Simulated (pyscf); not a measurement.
PySCF, gas phase, ωB97X-D3(BJ)/def2-SVP geometries.

### Question
hydrogen fluoride (HF) + F–SiH•–F -> F–Si•(F)–F + hydrogen (H₂)
Surface: doublet. Broken: F–H, H–Si. Formed: F–Si, H–H. Give ΔE‡ and ΔE from ωB97M-D3(BJ)/def2-TZVP, relative to the separated reactants.

### Answer
ΔE‡ = 24.7 kcal/mol, ΔE = -29.8 kcal/mol. Zero-point energy shifts the barrier by +0.2 kcal/mol. It is a four-centre exchange, with an imaginary mode of 1165i cm⁻¹. The same reactants have a lower exit, to F–SiH(F)–F + H• (barrier +15.3 kcal/mol at ωB97M-D3(BJ)/def2-TZVP, against +24.7 kcal/mol here). This is the saddle that the search found; another between the same sides may lie lower.
